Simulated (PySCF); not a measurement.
## Fractional electron number in B (boron, neutral)

The 2p alpha orbital of [He] 2s2 2p1 is emptied in steps (occupation f), with all orbitals relaxed, ending at [He] 2s2. Computed with PySCF 2.14 in x2c-TZVPall (5s3p2d1f, 31 functions), with scalar relativity by spin-free X2C-1e. The exact energy is a straight line in f; departures are measured from the line between the end points of the same method.

| f | UHF (eV) | LDA (eV) | PBE (eV) | PBE0 (eV) | r2SCAN (eV) | LC-wPBE (eV) | BHandHLYP (eV) | wB97X (eV) | BLYP (eV) | M06-2X (eV) |
| --- | --- | --- | --- | --- | --- | --- | --- | --- | --- | --- |
| 1 | 0.000 | 0.000 | 0.000 | 0.000 | 0.000 | 0.000 | 0.000 | 0.000 | 0.000 | 0.000 |
| 0.75 | 0.112 | -0.869 | -0.862 | -0.621 | -0.790 | -0.104 | -0.390 | -0.150 | -0.873 | -0.419 |
| 0.5 | 0.144 | -1.179 | -1.165 | -0.834 | -1.054 | -0.139 | -0.522 | -0.200 | -1.178 | -0.580 |
| 0.25 | 0.104 | -0.896 | -0.881 | -0.627 | -0.789 | -0.102 | -0.391 | -0.149 | -0.889 | -0.447 |
| 0 | 0.000 | 0.000 | 0.000 | 0.000 | 0.000 | 0.000 | 0.000 | 0.000 | 0.000 | 0.000 |

**Question.** For LC-wPBE, how does the orbital energy at f = 1 compare with the removal energy?

**Answer.** −ε = 8.208 eV against a total-energy difference of 8.761 eV. By Janak's theorem ε = ∂E/∂f, so the gap between them reflects the curvature. Along the path −ε is 8.481 (f = 0.75), 8.767 (f = 0.5), 9.044 (f = 0.25) eV.

```json
{"method": "UHF", "E(f=0) − E(f=1) (eV)": "8.038", "−ε at f=1 (eV)": "8.667", "−ε at f=0.5 (eV)": "8.015"}
{"method": "LDA", "E(f=0) − E(f=1) (eV)": "8.636", "−ε at f=1 (eV)": "4.094", "−ε at f=0.5 (eV)": "8.563"}
{"method": "PBE", "E(f=0) − E(f=1) (eV)": "8.667", "−ε at f=1 (eV)": "4.149", "−ε at f=0.5 (eV)": "8.615"}
{"method": "PBE0", "E(f=0) − E(f=1) (eV)": "8.643", "−ε at f=1 (eV)": "5.362", "−ε at f=0.5 (eV)": "8.626"}
{"method": "r2SCAN", "E(f=0) − E(f=1) (eV)": "8.763", "−ε at f=1 (eV)": "4.571", "−ε at f=0.5 (eV)": "8.766"}
{"method": "LC-wPBE", "E(f=0) − E(f=1) (eV)": "8.761", "−ε at f=1 (eV)": "8.208", "−ε at f=0.5 (eV)": "8.767"}
{"method": "BHandHLYP", "E(f=0) − E(f=1) (eV)": "8.570", "−ε at f=1 (eV)": "6.500", "−ε at f=0.5 (eV)": "8.569"}
{"method": "wB97X", "E(f=0) − E(f=1) (eV)": "8.506", "−ε at f=1 (eV)": "7.717", "−ε at f=0.5 (eV)": "8.508"}
{"method": "BLYP", "E(f=0) − E(f=1) (eV)": "8.620", "−ε at f=1 (eV)": "4.041", "−ε at f=0.5 (eV)": "8.575"}
{"method": "M06-2X", "E(f=0) − E(f=1) (eV)": "8.297", "−ε at f=1 (eV)": "6.149", "−ε at f=0.5 (eV)": "8.215"}
```

Reference removal energy between the ground levels: 8.298 eV (measured; NIST Atomic Spectra Database, ionization energies). The calculation has no spin-orbit coupling. UHF lacks correlation.
